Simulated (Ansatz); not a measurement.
System: fcc Ni. Method: rVV10 in Ansatz (plane waves, PAW).

Numerical settings: plane-wave cutoff 520 eV, 26×26×26 k mesh, Fermi–Dirac smearing 0.05 eV, spin-polarised with parallel moments, scalar-relativistic PAW data made under PBE.

Properties against volume:

| V (Å³/atom) | P (GPa) | moment (μB per cell of 1 atoms) |
|---|---|---|
| 10.401 | 13.91 | 0.60 |
| 10.622 | 8.71 | 0.61 |
| 10.844 | 4.10 | 0.62 |
| 11.065 | -0.01 | 0.63 |
| 11.286 | -3.67 | 0.64 |
| 11.507 | -6.92 | 0.65 |
| 11.729 | -9.82 | 0.65 |

Ansatz is a first-principles code.
